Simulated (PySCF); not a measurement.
NMR data simulated for an unnamed compound:

$^{1}$H NMR (400 MHz, computed): δ 6.57 (dtt, J = 18.4, 12.0, 1.4 Hz, 1H), 6.20 (dtd, J = 11.9, 8.3, 1.0 Hz, 1H), 5.40 (dq, J = 18.4, 2.3 Hz, 1H), 5.18 (m, 1H), 5.12 (dtd, J = 8.3, 2.6, 1.4 Hz, 2H).

$^{13}$C{$^{1}$H} NMR (computed): δ 228.5 (C), 142.7 (CH), 121.5 (CH2), 100.5 (CH), 79.0 (CH2).

Theory: structure optimised with PBE0-D3(BJ)/def2-TZVP, B97-2/pcSseg-2 with gauge-including orbitals, couplings computed with B3LYP/pcJ-2 (without the spin–dipole term), in PySCF 2.14.0 with density-fitted response routines (no solvent, non-relativistic Hamiltonian, equivalent nuclei averaged, one computed conformer).

References, each an isolated molecule treated in the same way: $^{1}$H (σ = 31.64 ppm), $^{13}$C (σ = 185.38 ppm) vs TMS.

Task: Which of these does the molecule contain: a non-aromatic C=C double bond, an NH or NH2 group, an N-methyl group, a vinyl group CH=CH2, an ester?

Result: 
- A non-aromatic C=C double bond: yes.
- An NH or NH2 group: no.
- An N-methyl group: no.
- A vinyl group CH=CH2: yes (δC 121.5, 142.7; δH 5.40 (dq), 5.18 (m), 6.57 (dtt)).
- An ester: no.

The data belong to SMILES C=C=CC=C, C5H6; they needn't prove each group on their own.

Carbon signals by region: 1 in the far downfield region (above 160 ppm), 3 in the sp2 and nitrile region (100–160 ppm), 1 at 50–100 ppm. Above 160 ppm: 228.5, central carbon of an allene.

Multiplet labels drop couplings under 1 Hz and merge nearly equal ones. Shifts are as computed. Against solution values, carbons near 30 ppm lie about +3 ppm off and those near 130 ppm about +7 ppm. Of 1309 compounds with measured shifts, 239 miss one by over three times the rms of a fit or turn the order of signals round; such compounds aren't used in these exercises.
